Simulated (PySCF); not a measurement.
# SiH2F2: spin-spin couplings and electronic excitations at several levels of theory, part 2 of 2

PySCF 2.14.0. Atoms count from 0. The steps go on from the part before.

## 10. TDDFT and polarisability: PBE0/def2-SVPD

What the job is given:

```
{"job": {"kind": "uv", "xc": "PBE0", "basis": "def2-SVPD", "ip": true}, "charge": 0, "multiplicity": 1}
F     -1.283127    -1.053623    -0.140963
Si    -0.018013    -0.059867    -0.044639
F      1.315712    -0.953497    -0.181191
H     -0.019196     0.578263     1.290811
H     -0.073666     0.884917    -1.183038
```

Method: TDDFT PBE0/def2-SVPD, vertical, gas phase, core orbitals frozen in the response.

The log of the run:

```text
coarse grid: 5040 points
cycle   1  E = -489.8148920656  dE =  6.980e-02  |g| = 6.339e-01  |ddm| = 2.410e+00
cycle   2  E = -489.7174615472  dE =  9.743e-02  |g| = 1.011e+00  |ddm| = 1.304e+00
cycle   3  E = -489.8849722971  dE = -1.675e-01  |g| = 2.886e-02  |ddm| = 7.215e-01
cycle   4  E = -489.8851441289  dE = -1.718e-04  |g| = 7.343e-03  |ddm| = 6.475e-02
cycle   5  E = -489.8851565702  dE = -1.244e-05  |g| = 2.495e-04  |ddm| = 1.526e-02
cycle   6  E = -489.8851565921  dE = -2.191e-08  |g| = 1.753e-04  |ddm| = 9.763e-04
final grid: 45880 points
cycle   7  E = -489.9439991087  dE = -5.969e-06  |g| = 4.521e-04  |ddm| = 1.817e-02
cycle   8  E = -489.9439991148  dE = -6.115e-09  |g| = 4.766e-04  |ddm| = 8.705e-04
cycle   9  E = -489.9439991493  dE = -3.449e-08  |g| = 1.147e-04  |ddm| = 4.131e-04
cycle  10  E = -489.9439991514  dE = -2.099e-09  |g| = 1.780e-05  |ddm| = 1.143e-04
cycle  11  E = -489.9439991514  dE = -5.753e-11  |g| = 6.004e-06  |ddm| = 2.391e-05
converged SCF energy = -489.9439991514

Static polarisability (au): isotropic 26.190, principal 25.622 25.794 27.153

Singlet excitations
state   eV       nm        f      main configurations
  1   8.4675    146.4   0.00000   H->L 0.99
  2   8.7269    142.1   0.03586   H->L+1 0.98
  3   9.7456    127.2   0.13541   H->L+2 0.98
  4  10.6133    116.8   0.05480   H-1->L 0.75, H-2->L+1 0.21
  5  10.8032    114.8   0.02498   H-2->L 0.54, H-1->L+1 0.42
  6  10.8578    114.2   0.04769   H-1->L+1 0.50, H-2->L 0.34, H->L+4 0.11
  7  11.0190    112.5   0.28812   H->L+3 0.96
  8  11.0651    112.0   0.03290   H-3->L 0.97
  9  11.1538    111.2   0.10504   H-2->L+1 0.73, H-1->L 0.18
 10  11.1587    111.1   0.00209   H-3->L+1 0.95

Triplet excitations (Tamm-Dancoff, eV): 7.8372 8.0375 8.8638 9.6493
Vertical ionisation energy (delta-SCF) = 12.7302 eV
```

Wall time 5.8 s (1 thread of Arm Neoverse V1, shared host); peak memory 0.44 GiB.

Key values: HOMO -10.02 eV, LUMO 0.12 eV; lowest singlet 8.47 eV.

## 11. Excited states and response: BHandHLYP/def2-SVPD

What the job is given:

```
{"job": {"kind": "uv", "xc": "BHandHLYP", "basis": "def2-SVPD", "ip": true}, "charge": 0, "multiplicity": 1}
F     -1.283127    -1.053623    -0.140963
Si    -0.018013    -0.059867    -0.044639
F      1.315712    -0.953497    -0.181191
H     -0.019196     0.578263     1.290811
H     -0.073666     0.884917    -1.183038
```

Level: TDDFT BHandHLYP/def2-SVPD, vertical, gas phase, core orbitals frozen in the response.

The log of the run:

```text
coarse grid: 5040 points
cycle   1  E = -490.0789011736  dE =  1.042e-02  |g| = 6.352e-01  |ddm| = 2.365e+00
cycle   2  E = -490.0628730507  dE =  1.603e-02  |g| = 7.458e-01  |ddm| = 1.132e+00
cycle   3  E = -490.1516814220  dE = -8.881e-02  |g| = 2.981e-02  |ddm| = 4.998e-01
cycle   4  E = -490.1518670674  dE = -1.856e-04  |g| = 6.380e-03  |ddm| = 5.729e-02
cycle   5  E = -490.1518772489  dE = -1.018e-05  |g| = 5.552e-04  |ddm| = 1.841e-02
cycle   6  E = -490.1518773352  dE = -8.625e-08  |g| = 9.919e-05  |ddm| = 1.283e-03
final grid: 45880 points
cycle   7  E = -490.1886529601  dE = -2.313e-06  |g| = 1.132e-03  |ddm| = 7.885e-03
cycle   8  E = -490.1886529237  dE =  3.640e-08  |g| = 1.262e-03  |ddm| = 1.466e-03
cycle   9  E = -490.1886531695  dE = -2.457e-07  |g| = 2.892e-05  |ddm| = 7.946e-04
cycle  10  E = -490.1886531697  dE = -2.271e-10  |g| = 6.001e-06  |ddm| = 5.624e-05
converged SCF energy = -490.1886531697

Static polarisability (au): isotropic 24.957, principal 24.286 24.522 26.063

Singlet excitations
state   eV       nm        f      main configurations
  1   8.9453    138.6   0.00000   H->L 0.98
  2   9.2588    133.9   0.05729   H->L+1 0.86, H->L+2 0.11
  3  10.2341    121.1   0.16402   H->L+2 0.85, H->L+1 0.10
  4  11.4007    108.8   0.11800   H-1->L 0.82, H-2->L+1 0.11
  5  11.6380    106.5   0.41458   H->L+3 0.92
  6  11.6818    106.1   0.20929   H-1->L+1 0.71, H-1->L+2 0.12
  7  11.8445    104.7   0.00585   H->L+4 0.46, H-2->L 0.36, H-1->L+1 0.12
  8  12.1815    101.8   0.20639   H-2->L 0.46, H->L+4 0.45
  9  12.1936    101.7   0.11043   H-2->L+1 0.69, H-1->L 0.12
 10  12.2542    101.2   0.00351   H-3->L 0.84

Triplet excitations (Tamm-Dancoff, eV): 8.2902 8.4769 9.2817 10.2271
Vertical ionisation energy (delta-SCF) = 13.0921 eV
```

Run time: 6 s. Hardware: 1 thread of Arm Neoverse V1, shared host; peak memory 0.44 GiB.

This run: HOMO -11.50 eV, LUMO 0.92 eV; lowest singlet 8.95 eV.

## 12. Run by run: spin-spin couplings

Couplings (Hz), each a mean over the pairs like the one named, with basis size and wall time:

| run | F0–Si1 | Si1–H3 | F0–H3 | H3–H4 | F0–F2 | functions | time |
| --- | --- | --- | --- | --- | --- | --- | --- |
| B3LYP/aug-cc-pVTZ-J | 426.4 | -306.0 | 59.6 | 47.9 | -12.8 | 200 | 12 s |
| B3LYP/def2-TZVP | 402.5 | -241.0 | 50.5 | 37.6 | -33.7 | 111 | 5.2 s |
| B3LYP/cc-pVTZ | 371.3 | -225.8 | 45.9 | 36.8 | -26.6 | 122 | 5.9 s |
| B3LYP/6-31G* | 288.6 | -242.5 | 48.3 | 38.6 | 9.9 | 50 | 2.2 s |

## 13. Comparing the runs: electronic excitations

Excitations and ground-state properties, with basis size and wall time:

| run | lowest singlet (eV) | brightest (eV) | f | gap (eV) | α (Å³) | μ (D) | functions | time |
| --- | --- | --- | --- | --- | --- | --- | --- | --- |
| HF/def2-SVPD | 9.73 | 12.71 | 0.610 | 16.23 | 3.46 | 1.98 | 86 | 1.3 s |
| LDA/def2-SVPD | 7.73 | 10.15 | 0.177 | 7.53 | 4.17 | 1.73 | 86 | 4.5 s |
| PBE/def2-SVPD | 7.90 | 10.12 | 0.189 | 7.74 | 4.11 | 1.65 | 86 | 7.1 s |
| B3LYP/def2-SVPD | 8.39 | 10.77 | 0.177 | 9.69 | 3.92 | 1.78 | 86 | 5.9 s |
| PBE0/def2-SVPD | 8.47 | 11.02 | 0.288 | 10.14 | 3.88 | 1.78 | 86 | 5.8 s |
| BHandHLYP/def2-SVPD | 8.95 | 11.64 | 0.415 | 12.42 | 3.70 | 1.90 | 86 | 6 s |

## 14. Outcome

This closing draws on all 2 parts.

| quantity | value |
| --- | --- |
| largest coupling of the table (B3LYP/aug-cc-pVTZ-J) | ¹J(F,Si) F0–Si1, 426.4 Hz |
| lowest singlet (HF/def2-SVPD) | 9.73 eV (127 nm), f = 0.000 |
| brightest single state of those computed | state 5, 12.71 eV, f = 0.610 |
| lowest triplet | 8.72 eV |
| range of J(F0,Si1), mean over like pairs | 288.6 to 426.4 Hz |
| range of the lowest singlet | 7.73 to 9.73 eV |

**Reading.** Single values in the summary come from the first run of each kind that ended normally (B3LYP/aug-cc-pVTZ-J; HF/def2-SVPD), which need not be the best level. In the run at B3LYP/aug-cc-pVTZ-J, the largest coupling of the table is F0–Si1 (mean over like pairs), 426.4 Hz, of which the Fermi-contact term gives 348.3 Hz. Density functionals describe couplings to fluorine poorly, F–F couplings above all, so those rows are rough. The first singlet state (HOMO→LUMO+1 0.92) lies at 9.73 eV and is dark; of the 10 states computed, the strongest absorption comes from state 5 at 12.71 eV. The lowest triplet lies 1.02 eV below the lowest singlet (triplets in Tamm-Dancoff, singlets in full TDDFT). The coupling F0–Si1, as a mean over pairs of its kind, runs from 288.6 Hz (B3LYP/6-31G*) to 426.4 Hz (B3LYP/aug-cc-pVTZ-J). The lowest singlet runs from 7.73 eV (LDA/def2-SVPD) to 9.73 eV (HF/def2-SVPD), while the orbital gap spans 7.53 to 16.23 eV: the excitation energy moves far less from run to run than the orbital gap does. The lowest state need not be the same one in every run. The runs solved for a few states only, so the brightest column depends on that window. Couplings from bases without tight functions are rough.
